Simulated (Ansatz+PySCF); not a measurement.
Two shapes of doublet C2H5O.

Shape 1:

```xyz
8

C     0.9884   -0.5494    0.0000
C     0.0164    0.5698    0.0000
O    -1.2437   -0.0181    0.0000
H     0.1633    1.1858    0.8965
H     0.1633    1.1858   -0.8965
H     2.0030   -0.1452    0.0000
H     0.8529   -1.1680    0.8881
H     0.8529   -1.1680   -0.8881
```

Shape 2:

```xyz
8

C     0.9982   -0.5607    0.0000
C     0.0066    0.5811    0.0000
O    -1.2535   -0.0068    0.0000
H     0.1535    1.1971    0.8965
H     0.1535    1.1971   -0.8965
H     2.0128   -0.1565    0.0000
H     0.8628   -1.1793    0.8881
H     0.8628   -1.1793   -0.8881
```

Basis set: cc-pVTZ (spherical functions). Left uncorrelated: 3 orbitals. Correlation on ROHF uses semicanonical orbitals with singles. Charge 0, multiplicity 2.

Computed with Ansatz (development build ahead of 0.2.0); each method stands on the lowest determinant of its kind that the runs found.

(1) Which shape is lower in energy, and by how much in each method?

Results:

(1)

```tsv
method	E(2) − E(1) (eV)
ROHF	-0.028
UHF	-0.029
ROHF-MP2	-0.029
UHF-MP2	-0.029
ROHF-CCSD(T)	-0.036
```

Shape 2 is lower. Caution for ROHF-MP2, UHF-MP2: forces differ strongly between restricted and unrestricted references.
